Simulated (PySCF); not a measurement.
Silicon: a sound run and one with changed settings

Sound run: Si [Ne] 3s2 3p2, Si⁺ [Ne] 3s2 3p1. All numbers are calculated (PySCF 2.14, the spin-free X2C one-electron Hamiltonian (Gaussian nucleus), in cc-pVTZ-DK (5s4p2d1f, 34 functions)). The sound run starts from symmetry-adapted Hartree-Fock orbitals and uses a fine grid where one is needed.

A second run was set up differently.

```tsv
species	method	sound run (hartree)	changed run (hartree)	converged
Si	UHF	-289.45898	-289.45898	yes
Si	BP86	-290.01143	-290.01181	yes
Si	LDA	-288.81004	-288.81088	yes
Si⁺	UHF	-289.17859	-289.17859	yes
Si⁺	BP86	-289.70843	-289.70838	yes
Si⁺	LDA	-288.50784	-288.50760	yes
```

Ionisation energy of Si:

```
method  sound run (eV)  changed run (eV)
   UHF           7.630             7.630
  BP86           8.245             8.257
   LDA           8.223             8.253
```

What was changed?
A. angular grid far too coarse
B. all electrons correlated in a valence basis
C. minimal basis
D. a valence shell is frozen

A. It used 14 angular points. A coarse angular grid integrates products of high-l functions wrongly, so density functionals can shift, and the SCF can exploit the error; Hartree-Fock and MP2 need no grid.
